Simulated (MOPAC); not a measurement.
MOPAC input (AM1):

```
AM1 FORCE THERMO(298,298) PRECISE LET UHF MS=0.5 GEO-OK AUX(PRECISION=9) THREADS=1
C3H3

C    -0.01323443 1   -0.00223384 1    0.32526975 1
C    -0.04239310 1   -0.00026229 1    1.51796687 1
C     0.02395623 1   -0.00365791 1   -1.10330128 1
H     0.05373569 1    1.04791863 1   -1.49029652 1
H     0.93490720 1   -0.54697360 1   -1.46581639 1
H    -0.88648995 1   -0.51297295 1   -1.51333541 1
```

Output:

```
 *******************************************************************************
 **                                                                           **
 **                              MOPAC v23.2.5                                **
 **                                                                           **
 *******************************************************************************
 ** MOPAC's Digital Object Identifier: https://doi.org/10.5281/zenodo.6511958 **
 **                                                                           **
 ** Please cite the open-source release paper for use of this MOPAC version:  **
 ** J. E. Moussa and J. J. P. Stewart (2026)                                  **
 ** MOPAC: An open-source semiempirical molecular orbital program             **
 ** J. Open Source Softw., 11(119), 8025, https://doi.org/10.21105/joss.08025 **
 *******************************************************************************

                              AM1 CALCULATION RESULTS

 *******************************************************************************
 *  AM1        - The AM1 Hamiltonian to be used
 *  GEO-OK     - OVERRIDE INTERATOMIC DISTANCE AND OTHER SAFETY CHECKS
 *  UHF        - UNRESTRICTED HARTREE-FOCK CALCULATION
 *  MS=        - IN MECI, MAGNETIC COMPONENT OF SPIN =  0.5
 *  LET        - OVERRIDE SOME SAFETY CHECKS
 *  PRECISE    - TIGHTER CRITERIA TO BE USED
 *  FORCE      - FORCE CALCULATION SPECIFIED
 *  AUX        - OUTPUT AUXILIARY INFORMATION
 *  THERMO     - THERMODYNAMIC QUANTITIES TO BE CALCULATED
 *******************************************************************************
AM1 FORCE THERMO(298,298) PRECISE LET UHF MS=0.5 GEO-OK AUX(PRECISION=9) THREADS=1
 C3H3

   ATOM   CHEMICAL          X               Y               Z
  NUMBER   SYMBOL      (ANGSTROMS)     (ANGSTROMS)     (ANGSTROMS)

     1       C         -0.01323443  *  -0.00223384  *   0.32526975  *
     2       C         -0.04239310  *  -0.00026229  *   1.51796687  *
     3       C          0.02395623  *  -0.00365791  *  -1.10330128  *
     4       H          0.05373569  *   1.04791863  *  -1.49029652  *
     5       H          0.93490720  *  -0.54697360  *  -1.46581639  *
     6       H         -0.88648995  *  -0.51297295  *  -1.51333541  *

          CARTESIAN COORDINATES

    NO.       ATOM           X           Y           Z

     1         C         -0.0132     -0.0022      0.3253
     2         C         -0.0424     -0.0003      1.5180
     3         C          0.0240     -0.0037     -1.1033
     4         H          0.0537      1.0479     -1.4903
     5         H          0.9349     -0.5470     -1.4658
     6         H         -0.8865     -0.5130     -1.5133

  H: (AM1): M.J.S. DEWAR ET AL, J. AM. CHEM. SOC. 107 3902-3909 (1985)
  C: (AM1): M.J.S. DEWAR ET AL, J. AM. CHEM. SOC. 107 3902-3909 (1985)

           Empirical Formula: C3 H3  =     6 atoms

      MOLECULAR POINT GROUP   :   C3v

          UHF CALCULATION, NO. OF ALPHA ELECTRONS =    8
                           NO. OF BETA  ELECTRONS =    7

[...]
 TRAVEL (Ang.)       0.1449         C 3 -- H 4         +17.4% ( 60.5%)     23.4%
 REDUCED MASS        2.7842         C 3 -- H 5         +17.4% ( 60.5%)     23.4%
 EFFECTIVE MASS      9.8787         C 1 -- C 2         +10.5% ( 46.8%)    100.0%
 FORCE CONSTANT      2.1834

 VIBRATION          7    3E          ATOM PAIR     ENERGY CONTRIBUTION    RADIAL
 FREQUENCY          1365.07         C 3 -- H 6         +53.6% ( 63.2%)      0.0%
 TRANSITION DIPOLE   0.1445         C 3 -- H 4         +23.8% ( 42.1%)      8.0%
 TRAVEL (Ang.)       0.3428         C 3 -- H 5         +17.8% ( 36.4%)     14.1%
 REDUCED MASS        0.4204         C 1 -- C 3          +4.8% ( 18.8%)      0.0%
 EFFECTIVE MASS      1.5372
 FORCE CONSTANT      0.4615

 VIBRATION          8    2A1         ATOM PAIR     ENERGY CONTRIBUTION    RADIAL
 FREQUENCY          1419.50         C 3 -- H 6         +28.0% ( 63.2%)      2.4%
 TRANSITION DIPOLE   0.0682         C 3 -- H 4         +28.0% ( 63.2%)      2.3%
 TRAVEL (Ang.)       0.1996         C 3 -- H 5         +28.0% ( 63.2%)      2.3%
 REDUCED MASS        1.1927         C 1 -- C 3         +15.2% ( 46.6%)    100.0%
 EFFECTIVE MASS      3.9771
 FORCE CONSTANT      1.4160

 VIBRATION          9    3A1         ATOM PAIR     ENERGY CONTRIBUTION    RADIAL
 FREQUENCY          2264.62         C 1 -- C 2         +67.2% ( 97.4%)    100.0%
 TRANSITION DIPOLE   0.0285         C 1 -- C 3         +31.2% ( 66.4%)    100.0%
 TRAVEL (Ang.)       0.0701         C 3 -- H 6          +0.5% (  8.8%)     18.3%
 REDUCED MASS        6.0513         C 3 -- H 4          +0.5% (  8.8%)     18.4%
 EFFECTIVE MASS     11.9879
 FORCE CONSTANT     18.2847

 VIBRATION         11    4E          ATOM PAIR     ENERGY CONTRIBUTION    RADIAL
 FREQUENCY          3034.18         C 3 -- H 6         +64.2% ( 82.5%)     99.3%
 TRANSITION DIPOLE   0.2062         C 3 -- H 5         +24.6% ( 51.0%)     91.2%
 TRAVEL (Ang.)       0.2101         C 3 -- H 4         +10.3% ( 33.1%)     76.1%
 REDUCED MASS        0.5034         C 1 -- C 3          +0.9% (  9.6%)      0.0%
 EFFECTIVE MASS      1.4686
 FORCE CONSTANT      2.7304

 VIBRATION         12    4A1         ATOM PAIR     ENERGY CONTRIBUTION    RADIAL
 FREQUENCY          3128.87         C 3 -- H 5         +33.2% ( 55.5%)     96.4%
 TRANSITION DIPOLE   0.1554         C 3 -- H 4         +33.2% ( 55.5%)     96.5%
 TRAVEL (Ang.)       0.2569         C 3 -- H 6         +33.2% ( 55.5%)     96.5%
 REDUCED MASS        0.3267         C 1 -- C 3          +0.3% (  4.8%)    100.0%
 EFFECTIVE MASS      1.1280
 FORCE CONSTANT      1.8841

      SYMMETRY NUMBER FOR POINT-GROUP C3v =  3

          SYSTEM IS A GROUND STATE

 C3H3

          MOLECULE IS NOT LINEAR

          THERE ARE 12 GENUINE VIBRATIONS IN THIS SYSTEM
          THIS THERMODYNAMICS CALCULATION IS LIMITED TO
          MOLECULES WHICH HAVE NO INTERNAL ROTATIONS

                    CALCULATED THERMODYNAMIC PROPERTIES
                                          *
   TEMP. (K)   PARTITION FUNCTION   H.O.F.    ENTHALPY  HEAT CAPACITY ENTROPY
                                   KCAL/MOL   CAL/MOLE    CAL/K/MOL  CAL/K/MOL

 298.00  VIB.     0.1951D+01                   651.3567     4.7491     3.5143
         ROT.     0.2397D+04                   888.2803     2.9808    18.4452
         INT.     0.4678D+04                  1539.6370     7.7299    21.9595
         TRA.     0.2360D+27                  1480.4672     4.9680    36.9133
         TOT.                      131.641    3020.1042    12.6979    58.8729

   *: NOTE: HEATS OF FORMATION ARE RELATIVE TO THE
            ELEMENTS IN THEIR STANDARD STATE AT 298K
              (=  Standard Enthalpy of Formation).

            Hvib:  Zero-point energy is not included.
                   frequencies of less than zero cm-1 are not included.
            Hrot = (3/2)RT
            Htra = (3/2)RT + pV = (5/2)RT

            Heat capacity is Cp, not Cv

          For more information, see: HTTP://OpenMOPAC.net/Manual/thermochemistry.html

           FORCE CONSTANT IN CARTESIAN COORDINATES (Millidynes/A)

    ATOM   CHEMICAL       X               Y               Z
   NUMBER   SYMBOL  FORCE CONSTANT  FORCE CONSTANT  FORCE CONSTANT

      1       C       23.039660        0.860080        0.860057
      2       C       16.255420        0.113719        0.113703
      3       C        9.870133        7.436401        7.436399
      4       H        1.297408        1.273671        4.024041
      5       H        1.296827        2.054734        3.243558
      6       H        1.301621        4.616344        0.677155

 **********************
 *                    *
 * JOB ENDED NORMALLY *
 *                    *
 **********************

 == MOPAC DONE ==
```
